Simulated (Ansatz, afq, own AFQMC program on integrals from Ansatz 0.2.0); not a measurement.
Atomization energy of AlNH₂, singlet, worked out

```json
{"atom": "Al", "x (Å)": "0.0000", "y (Å)": "0.0000", "z (Å)": "0.6968"}
{"atom": "N", "x (Å)": "0.0000", "y (Å)": "0.0000", "z (Å)": "-1.0992"}
{"atom": "H", "x (Å)": "0.0000", "y (Å)": "0.8223", "z (Å)": "-1.6887"}
{"atom": "H", "x (Å)": "0.0000", "y (Å)": "-0.8223", "z (Å)": "-1.6887"}
```

Connectivity, by distances: Al–NH2.

Basis cc-pVTZ. Only valence electrons are correlated. Integrals, coupled cluster, full CI and functionals: Ansatz 0.2.0; the random walks run on the same integrals in our own AFQMC program. The CISD trial takes its coefficients from CCSD amplitudes. Released means that phaseless walkers are propagated on without the constraint, phases kept. ± is one standard error of the sampling.

Total energies in eV. CBS is CCSD(T) at the limit of def2-TZVPP/QZVPP (extrapolated itself); the highest rung of each member is named.

| member | count | CCSD(T)/cc-pVTZ | highest rung in cc-pVTZ | which | CCSD(T)/CBS |
| --- | --- | --- | --- | --- | --- |
| Al (doublet) | +1 | -6583.2834 | -6583.2963 | FCI | -6583.4221 |
| N (quartet) | +1 | -1483.4207 | -1483.4306 | FCI | -1483.8573 |
| H (doublet) | +2 | -13.6005 | -13.6005 | FCI | -13.6059 |
| AlNH₂, singlet | -1 | -8105.8407 | -8105.8684 | CCSDT(Q) | -8106.9424 |

Work out the best estimate of the atomization energy: the CCSD(T)/CBS difference plus the step from CCSD(T) to the highest rung.

Sums with the counts: CCSD(T)/CBS 12.4512 eV, highest rung 11.9405 eV, CCSD(T)/cc-pVTZ 11.9356 eV. The step is 11.9405 − 11.9356 = 0.0049 eV, so the best estimate is 12.4512 + (0.0049) = 12.4561 eV. The basis set is worth 0.516 eV of it. Zero-point, core-correlation and spin–orbit terms aren't in it. Past Ne the Hartree–Fock part of each CBS total tends to overshoot, since the cores don't follow the formula; that largely cancels in the difference.

Best estimates are given only where the step beyond CCSD(T) is under 0.3 eV and no member's determinant is very poor (T1 over 0.05, or 0.07 for open shells, ⟨S²⟩ too high by 0.3, two states mixed), so the hardest cases are missing from such tables.

CCSDT and higher add their correlation energy to the determinant of the CCSD(T) run, since their own runs factorise the integrals more tightly (a shift of under 2 meV). Each member of a difference takes its own highest rung, so a best estimate needn't equal the limit plus the step of one row.
